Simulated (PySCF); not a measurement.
carbon tetrachloride (CCl4), SMILES C(Cl)(Cl)(Cl)Cl.

Coordinates come from a ωB97X-D3(BJ)/def2-SVP optimisation.

Level of theory: TDA-LC-ωPBE/def2-SVPD (PySCF).

Vertical excitations; the highest root listed may be one member of a degenerate set. Gas-phase values at a fixed geometry. State labels are in the subgroup D2.

```
state  symmetry  energy (eV)  λ (nm)      f                                                                 main pairs
-----  --------  -----------  ------  -----  -------------------------------------------------------------------------
S1           B2         6.75     184  0.000                                                 HOMO→LUMO (degenerate set)
S2           B1         6.75     184  0.000                                               HOMO−1→LUMO (degenerate set)
S3           B3         6.75     184  0.000                                               HOMO−2→LUMO (degenerate set)
S4           B3         7.42     167  0.013                   HOMO−5→LUMO, HOMO→LUMO+1, HOMO−1→LUMO+2 (degenerate set)
S5           B2         7.42     167  0.013                 HOMO−3→LUMO, HOMO−2→LUMO+1, HOMO−1→LUMO+3 (degenerate set)
S6           B1         7.42     167  0.013                   HOMO−4→LUMO, HOMO−2→LUMO+2, HOMO→LUMO+3 (degenerate set)
S7            A         7.48     166  0.000    HOMO−1→LUMO+1, HOMO→LUMO+2, HOMO−7→LUMO, HOMO−5→LUMO+3 (degenerate set)
S8            A         7.48     166  0.000    HOMO−2→LUMO+3, HOMO−6→LUMO, HOMO→LUMO+2, HOMO−1→LUMO+1 (degenerate set)
S9            A         8.39     148  0.000                   HOMO→LUMO+2 28 %, HOMO−1→LUMO+1 28 %, HOMO−2→LUMO+3 28 %
S10          B3         8.45     147  0.000                      HOMO→LUMO+1 39 %, HOMO−1→LUMO+2 39 %, HOMO−2→LUMO 7 %
T1           B2         5.92     209      0                                                 HOMO→LUMO (degenerate set)
T2           B1         5.92     209      0                                               HOMO−1→LUMO (degenerate set)
T3           B3         5.92     209      0                                               HOMO−2→LUMO (degenerate set)
T4           B3         6.37     195      0  HOMO−5→LUMO 41 %, HOMO→LUMO+1 19 %, HOMO−1→LUMO+2 19 %, HOMO−7→LUMO+3 6 %
```
Triplets are in the Tamm–Dancoff approximation.
